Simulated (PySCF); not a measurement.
Molecule: `C[C@@H]1CC=NC1`, C5H9N.

Cartesian coordinates in Å; atom numbers follow the order of the lines, from 1:
```xyz
15

C     1.559   -0.121   -0.762
C     0.500    0.130    0.304
C    -0.578   -0.967    0.306
C    -1.677   -0.305   -0.481
N    -1.563    0.947   -0.658
C    -0.336    1.391   -0.011
H     1.096   -0.201   -1.760
H     2.111   -1.055   -0.571
H     2.291    0.701   -0.799
H     0.988    0.213    1.287
H    -0.242   -1.919   -0.139
H    -0.943   -1.206    1.321
H    -2.552   -0.848   -0.865
H     0.198    2.106   -0.658
H    -0.614    1.949    0.902
```

Geometry PBE0-D3(BJ)/def2-SVP throughout; GIAO in PySCF 2.14, gas phase, one conformer, non-relativistic; equivalent atoms averaged; basis pcSseg-1.

For orientation, mPW1PW91 gives these absolute shieldings σ: C4 12.8, C6 112.5, C2 152.6, N5 -123.4, H13 23.93, H14 27.64, H12 28.81, H11 29.36, H7/H8/H9 30.51 ppm.

A run gave: C4 16.4, C6 113.4, C2 152.5, N5 -114.2, H13 24.01, H14 27.71, H12 28.87, H11 29.41, H7/H8/H9 30.56 ppm (absolute shieldings σ).

Which functional was used in that run?
A. OPBE
B. B97-2
C. WP04
D. PBE

## Answers

B. C4 tells them apart best: B97-2 gives 16.4, WP04 gives 0.5, OPBE gives 23.3, PBE gives 12.4 ppm.
